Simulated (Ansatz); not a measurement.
Born–Oppenheimer molecular dynamics of CH$_{3}$Si$_{2}$ (6 atoms, charge 0, multiplicity 2). It starts from a relaxed structure.

Level of theory: UKS PBE0/STO-3G (Ansatz).

```yaml
ensemble: NVE (velocity Verlet)
time_step: 3 fs
steps_asked: 120
starting_velocities_drawn_for: 400 K
seed: 586191
```

First frame:

```xyz
6
Properties=species:S:1:pos:R:3
C -1.268 -1.468 -0.575
Si -0.552 -0.021 -0.608
Si 1.110 0.655 0.658
H -2.000 -2.197 -0.925
H 2.080 1.377 -0.151
H 0.630 1.654 1.601
```

(1) How far do the bonds stretch over the last three quarters of this one trajectory? (Pairs bonded in most of those frames.)

Answers

(1) 
| bond | mean (Å) | spread (Å) | shortest | longest |
| --- | --- | --- | --- | --- |
| C1–Si2 | 1.619 | 0.013 | 1.59 | 1.64 |
| C1–H4 | 1.093 | 0.013 | 1.07 | 1.12 |
| Si2–Si3 | 2.196 | 0.020 | 2.16 | 2.23 |
| Si3–H5 | 1.460 | 0.040 | 1.38 | 1.53 |
| Si3–H6 | 1.469 | 0.071 | 1.36 | 1.57 |

Mean temperature of the second half: 215 K. The conserved energy wandered by up to 19.7 meV per atom (net 6.8 meV per atom), which is poor conservation. The temperature averaged 0.54 of the 400 K drawn at the start: a run that starts near a minimum puts about half its kinetic energy into the potential. A step of 3 fs is long for free X–H stretches (periods near 10 fs) and can bias their spread and the temperature. A run of 0.36 ps of so small a system gives no equilibrium averages. Limits of this set-up: minimal basis.

Time of the run: 2.5 min on 1 CPU thread of a shared host.
